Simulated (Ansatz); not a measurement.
hcp Tl was calculated with PBEsol (PAW; Ansatz, a quantum-chemistry and plane-wave program).

Settings: plane-wave cutoff 520 eV, 12×12×8 k mesh (along the axes of the cell as run), Fermi–Dirac smearing 0.1 eV, perturbation theory, scalar-relativistic PAW data made under PBE.

Computed at the level's own relaxed cell.

```
Tl
1.0
    3.46381     0.00000     0.00000
   -1.73190     2.99974     0.00000
    0.00000     0.00000     5.50604
Tl
2
Direct
  0.66667   0.33333   0.75000
  0.33333   0.66667   0.25000
```

Harmonic phonon frequencies (cm⁻¹; i marks an imaginary mode):

| q point | frequencies |
|---|---|
| Γ | ? |
| M | ? |
| K | 45 48 48 62 62 68 |
| A | 18 18 18 18 53 53 |
| L | 33 33 36 36 78 78 |
| H | 26 26 55 55 73 73 |

Q: Fill in the missing entries.

A: 
- Γ, frequencies: 0 0 0 30 30 88
- M, frequencies: 23 37 44 61 68 72

No imaginary mode appears at these points.
